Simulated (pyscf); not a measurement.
PySCF, gas phase, ωB97X-D3(BJ)/def2-SVP geometries.

Q: Estimate by transition-state theory the rate constant of F–Bi(F)–F (SMILES [F][Bi]([F])[F]) + SiH₄ (SMILES [SiH4]) -> F–BiH–F (SMILES [F][BiH][F]) + F–SiH₃ (SMILES F[SiH3]) (singlet surface; Bi–F, H–Si broken, Bi–H, F–Si formed) at 900 K, with ωB97M-D3(BJ)/def2-TZVP energies (ideal gas, 1 atm, RRHO with modes under 100 cm⁻¹ raised to 100, one conformer, R ln 2 for chiral ones without a mode under 150 cm⁻¹; no tunnelling).

A: The electronic barrier is 17.3 kcal/mol and the thermal terms add +30.1, so ΔG‡ = 47.4 kcal/mol. With k_BT/h = 1.88e+13 s⁻¹ and RT = 1.788 kcal/mol, and a volume of 1.23e-19 cm³ per molecule at 1 atm, k = 7.3e-18 cm³ molecule⁻¹ s⁻¹. Wigner's tunnelling factor for 191i cm⁻¹ would be 1.00. A shift of 1 kcal/mol in the barrier changes k by a factor 1.7. On the product side the descent ends in a bound adduct, 8.6 kcal/mol under the separated species and 31.0 kcal/mol under the saddle at ωB97X-D3(BJ)/def2-TZVP. At ωB97X-D3(BJ) the barrier from the zero used here is 14.3 kcal/mol. One saddle was located; it need not be the lowest between these sides. Elements past Kr carry the def2 core potentials, without spin-orbit coupling.
